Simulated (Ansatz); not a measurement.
System: hematite (α-Fe2O3). Method: LDA (PAW; Ansatz, a program for electronic structure).

Settings: plane-wave cutoff 520 eV, 8×8×8 k mesh, Fermi–Dirac smearing 0.01 eV, spin-polarised with opposed moments, scalar-relativistic PAW data made under PBE.

Cell (measured lattice):

```
CELL_PARAMETERS angstrom
      2.51700    -1.45319    -4.58400
     -2.51700    -1.45319    -4.58400
      0.00000     2.90638    -4.58400
ATOMIC_POSITIONS crystal
  Fe 0.85641 0.85641 0.85641
  Fe 0.35641 0.35641 0.35641
  Fe 0.14359 0.14359 0.14359
  Fe 0.64359 0.64359 0.64359
  O  0.44047 0.05953 0.75000
  O  0.05953 0.75000 0.44047
  O  0.55953 0.94047 0.25000
  O  0.25000 0.55953 0.94047
  O  0.94047 0.25000 0.55953
  O  0.75000 0.44047 0.05953
```
Starting moments (μB, in the order of the record's atoms Fe Fe Fe Fe O O O O O O): 5.0 -5.0 5.0 -5.0 0.0 0.0 0.0 0.0 0.0 0.0.

Task: Estimate the band gap, smallest direct gap on the k points sampled, Γ–Γ gap and magnetic moment (largest site, within a sphere) that the calculation returns.

Result: 
band gap: 0.34 eV (indirect)
smallest direct gap on the k points sampled: 0.37 eV
Γ–Γ gap: 0.89 eV
magnetic moment (largest site, within a sphere): 3.15 μB

Measured, for comparison: band gap 2.6 eV (temperature not stated, no zero-point or thermal correction, photoemission and inverse photoemission; as tabulated in Parkinson (2016), arXiv:1602.06774). Computed (rounded) less measured: band gap -2.26 eV.

Note: cell and atoms aren't relaxed at this level (largest force component 0.04 eV/Å, pressure -17.7 GPa); without U or exact exchange, gaps and moments of open d shells tend to come out too small.

Moments are spin moments.

Computed values are for the static lattice.

Cost on a shared machine: around 2.7 core-minutes (rough).
